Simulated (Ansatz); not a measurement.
## C₂H₄N₂S, SMILES NC(N)=C=S: a ladder of methods at one geometry, step by step

With Ansatz 0.2.0, Python API.

The cells in order, each with its output:

**Cell 1**
```python
from pathlib import Path

import ansatz as az
import numpy as np
```

**Cell 2**
```python
BASIS = 'def2-SVP'

GEOMETRY = '''
N    -1.20760   -0.28690    0.45050
C    -0.00690    0.01390   -0.02870
N     1.03830   -0.64350    0.47050
C     0.24320    0.91470   -0.97480
S     0.40850    2.11970   -2.28900
H    -1.98960    0.03010   -0.22160
H    -1.31660   -1.21060    0.73030
H     0.96520   -0.85050    1.45890
H     1.95420   -0.13310    0.38670
'''
```

**Cell 3**
```python
geometry = az.Crystal.molecule()
for line in GEOMETRY.strip().splitlines():
    symbol, *xyz = line.split()
    geometry = geometry.atom(symbol, [float(v) for v in xyz])
```

**Cell 4**
```python
calculation = geometry.calculation().basis(gaussian=BASIS)

print('functional    E (Ha)        dipole (D)   HOMO (eV)  LUMO (eV)')
for name in ['cam_b3lyp', 'hf', 'b3lyp', 'hse06', 'lda', 'pbe0']:
    report = calculation.functional(name).forces().orbitals().run(threads=1, backend='cpu', runs_dir='runs').report
    lines = Path(report['orbitals_path']).read_text().splitlines()
    field_of = lambda key: [line.split('=')[1].strip() for line in lines if line.startswith(key)]
    orbitals = [(27.211386 * float(e), s, float(n)) for e, s, n in zip(field_of('Ene='), field_of('Spin='), field_of('Occup='))]
    homo = max(e for e, _, n in orbitals if n > 0.5)
    lumo = min(e for e, _, n in orbitals if n < 0.5)
    dipole = 4.803205 * np.linalg.norm(report['charge_distribution']['dipole_moment_e_ang'])
    print(f'{name:10s} {report["free_energy_ev"] / 27.211386246:14.6f} {dipole:9.3f} {homo:11.3f} {lumo:10.3f}')
```
Output:
```text
functional    E (Ha)        dipole (D)   HOMO (eV)  LUMO (eV)
cam_b3lyp     -585.849442     4.239      -6.059     -0.978
hf            -584.104565     5.136      -7.482      1.665
b3lyp         -585.956653     4.099      -4.588     -2.348
hse06         -585.567624     4.211      -4.475     -2.645
lda           -582.970557     3.909      -3.739     -3.303
pbe0          -585.584146     4.226      -4.868     -2.262
```

Notes:
- These settings explore the input space; basis and method may be short of convergence.
- The geometry is a force-field or estimated start, not a minimum of this method, and the basis set is short of its limit. A lower total doesn't mark the better method: functionals have no common bound, and MP2 and coupled cluster aren't variational.
- b3lyp holds the VWN-RPA fit, as in Gaussian; the form of ORCA and Turbomole is b3lyp5.
- Levels such as HOMO and LUMO are orbital energies: with these approximate functionals they aren't the ionisation energy and electron affinity, and their gap isn't the fundamental gap.
- hse06 follows the composition of plane-wave codes, whose totals differ by tens of mHa, up to about 0.1 Ha, from the form usual in Gaussian-basis programs (wpbeh).
- Run time: 35 s on 1 thread of Arm Neoverse N1 (shared host), peak memory 0.27 GiB.

(Lines on the test bed's own set-up are left out of the output.)
